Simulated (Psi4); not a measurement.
# BNH3S (SMILES N[B]S) at USCS-OMP2/6-31G(d,p) (Cholesky decomposition, Cartesian functions)

What is the vertical ionisation energy of BNH3S at USCS-OMP2/6-31G** (Cholesky decomposition, Cartesian functions)? 

Program for the calculation: Psi4 1.11.

1 further run of the same task is left out (it didn't finish).

### Step 1. The molecule

BNH3S: 6 atoms, total charge 0, spin state doublet. SMILES: `N[B]S`. The shape is that of a PBE0-D4/def2-TZVP optimisation. This is a higher conformer, about 7 kJ/mol above the lowest found by a separate search.

Bond lengths: N1–B2 1.380 Å, B2–S3 1.779 Å, N1–H4 1.005 Å, N1–H5 1.010 Å, S3–H6 1.355 Å. Angles: N1–B2–S3 132.0°, B2–N1–H4 122.5°, B2–N1–H5 124.0°, B2–S3–H6 100.0°, H4–N1–H5 113.6°.

### Step 2. The energy at USCS-OMP2/6-31G(d,p) (Cholesky decomposition, Cartesian functions)

bh3ns.in

```
memory 1600 mb

molecule {
  0 2
  N     -1.17389787     0.15684727    -1.42995576
  B     -1.01742855    -0.84187299     0.97453176
  S      1.47606508    -0.89799785     3.22991989
  H     -2.74803973     0.03023562    -2.48612369
  H      0.25605789     1.07563211    -2.29904080
  H      3.28661168     0.35621337     1.92336325
  units bohr
}

set basis 6-31G**
set reference uhf
set scf_type cd
set mp2_type conv

energy("scs-omp2")
print_variables()
```

Command:

```sh
$ psi4 -i bh3ns.in -o bh3ns.out -n 1
```

bh3ns.out (excerpt; [...] marks lines left out):

```text
[...]
  Running in c1 symmetry.
[...]
  Nuclear repulsion =   81.705212910576165
[...]
  Multiplicity = 2
[...]
  Nalpha       = 16
  Nbeta        = 15
[...]
    Number of basis functions: 64
[...]
   @UHF iter   1:  -478.31871788748617   -5.48738e-01   6.03840e-03 ADIIS/DIIS
[...]
   @UHF iter  15:  -478.40894929858160   -9.09495e-13   3.70898e-09 DIIS
[...]
   @S^2 Observed:                7.568859946E-01
[...]
    Orbital Energies [Eh]
    ---------------------
    Alpha Occupied:
       1A    -91.934860     2A    -15.571003     3A     -8.948521
       4A     -7.634235     5A     -6.630786     6A     -6.629621
       7A     -6.628139     8A     -1.172988     9A     -0.976741
      10A     -0.711416    11A     -0.690487    12A     -0.595782
      13A     -0.464149    14A     -0.463517    15A     -0.369375
      16A     -0.329812
    Alpha Virtual:
      17A      0.167773    18A      0.190726    19A      0.216657
      20A      0.261511    21A      0.296087    22A      0.392566
      23A      0.511868    24A      0.534678    25A      0.549347
[...]
  @UHF Final Energy:  -478.40894929858160
   => Energetics <=
    Nuclear Repulsion Energy =             81.7052129105761651
    One-Electron Energy =                -821.1437400361609207
    Two-Electron Energy =                 261.0295778270031519
    Total Energy =                       -478.4089492985816037
  UHF NO Occupations:
  HONO-2 :   14  A 1.9987451
  HONO-1 :   15  A 1.9984077
[...]
 Multipole Moments:
 ------------------------------------------------------------------------------------
     Multipole            Electronic (a.u.)      Nuclear  (a.u.)        Total (a.u.)
 ------------------------------------------------------------------------------------
 L = 1.  Multiply by 2.5417464519 to convert [e a0] to [Debye]
 Dipole X            :         -0.5886123            0.5922205            0.0036082
 Dipole Y            :         -1.2116503            1.7068750            0.4952246
 Dipole Z            :          2.2526857           -3.3761225           -1.1234368
 Magnitude           :                                                    1.2277503
[...]
	SCS-MP2 Total Energy (a.u.)        :  -478.78352549726259
	SOS-MP2 Total Energy (a.u.)        :  -478.78080189557988
[...]
	MP2 Total Energy (a.u.)            :  -478.79343143610555
[...]
	SCS-OMP2 Total Energy (a.u.)       :  -478.78716324406196
	SOS-OMP2 Total Energy (a.u.)       :  -478.75481965078353
[...]
	OMP2 Total Energy (a.u.)           :  -478.79343143624931
[...]
```

Run time: 24 s. Hardware: 1 thread of Intel Xeon Platinum 8488C (Sapphire Rapids), shared host; peak memory 0.3 GiB.

### Step 3. The singlet cation at the same level

bh3ns.xyz

```xyz
6
BH3NS
N     -0.621200     0.083000    -0.756700
B     -0.538400    -0.445500     0.515700
S      0.781100    -0.475200     1.709200
H     -1.454200     0.016000    -1.315600
H      0.135500     0.569200    -1.216600
H      1.739200     0.188500     1.017800
```

calc.py

```python
import psi4

psi4.set_memory(1600000000)
psi4.set_num_threads(1)
psi4.set_output_file('run.log', False)

with open('bh3ns.xyz') as f:
    atoms = ''.join(f.readlines()[2:])
geom = psi4.geometry('1 1\n' + atoms + '')

psi4.set_options({
    'basis': '6-31G**',
    'reference': 'uhf',
    'scf_type': 'cd',
    'mp2_type': 'conv',
})

e, wfn = psi4.energy('scs-omp2', return_wfn=True)
print(f'total energy {e:.8f} hartree = {e * 27.211386:.5f} eV')
```

Command:

```sh
$ python calc.py
```

run.log (excerpt; [...] marks lines left out):

```text
[...]
  Running in c1 symmetry.
[...]
  Nuclear repulsion =   81.705212903495422
[...]
  Multiplicity = 1
[...]
  Nalpha       = 15
  Nbeta        = 15
[...]
    Number of basis functions: 64
[...]
   @UHF iter   1:  -478.03005980011585   -2.60080e-01   6.17928e-03 ADIIS/DIIS
[...]
   @UHF iter  12:  -478.12593165522594   -6.42331e-12   8.32228e-09 DIIS
[...]
   @S^2 Observed:                4.973799150E-14
[...]
  @UHF Final Energy:  -478.12593165522594
   => Energetics <=
    Nuclear Repulsion Energy =             81.7052129034954220
    One-Electron Energy =                -813.1441113362196802
    Two-Electron Energy =                 253.3129667774983318
    Total Energy =                       -478.1259316552259406
  UHF NO Occupations:
  HONO-2 :   13  A 2.0000000
  HONO-1 :   14  A 2.0000000
[...]
 Multipole Moments:
 ------------------------------------------------------------------------------------
     Multipole            Electronic (a.u.)      Nuclear  (a.u.)        Total (a.u.)
 ------------------------------------------------------------------------------------
 L = 1.  Multiply by 2.5417464519 to convert [e a0] to [Debye]
 Dipole X            :         -1.5405721            0.5922205           -0.9483516
 Dipole Y            :         -1.4323917            1.7068750            0.2744832
 Dipole Z            :          1.9420714           -3.3761225           -1.4340511
 Magnitude           :                                                    1.7410383
[...]
	SCS-MP2 Total Energy (a.u.)        :  -478.50203869434449
	SOS-MP2 Total Energy (a.u.)        :  -478.50040511780645
[...]
	MP2 Total Energy (a.u.)            :  -478.51071904439107
[...]
	SCS-OMP2 Total Energy (a.u.)       :  -478.50644477251132
	SOS-OMP2 Total Energy (a.u.)       :  -478.47476000792432
[...]
	OMP2 Total Energy (a.u.)           :  -478.51071904434457
[...]
```

On the terminal:

```text
total energy -478.50644477 hartree = -13020.82357 eV
```

It took 24 s on 1 thread of Intel Xeon Platinum 8488C (Sapphire Rapids), shared host; peak memory 0.33 GiB.

### Step 4. Results

At USCS-OMP2/6-31G** (Cholesky decomposition, Cartesian functions):

```
                                                                 quantity          value
                                              doublet BNH3S: total energy  -478.78716 Eh
doublet BNH3S: HOMO energy (Hartree–Fock orbitals) (highest over α and β)       -8.97 eV
 doublet BNH3S: LUMO energy (Hartree–Fock orbitals) (lowest over α and β)        3.46 eV
                                        doublet BNH3S: correlation energy     -378.2 mEh
                         doublet BNH3S: ⟨S²⟩ of the reference determinant          0.757
                                             singlet cation: total energy  -478.50644 Eh
                      singlet cation: HOMO energy (Hartree–Fock orbitals)      -16.41 eV
                      singlet cation: LUMO energy (Hartree–Fock orbitals)       -6.38 eV
                    singlet cation: HOMO–LUMO gap (Hartree–Fock orbitals)       10.03 eV
                                       singlet cation: correlation energy     -380.5 mEh
                       vertical ionisation energy (to the singlet cation)       7.639 eV
```

What this shows: The vertical ionisation energy comes to 7.64 eV (737 kJ/mol). Only the singlet of the ionised species was computed; a triplet could lie lower.
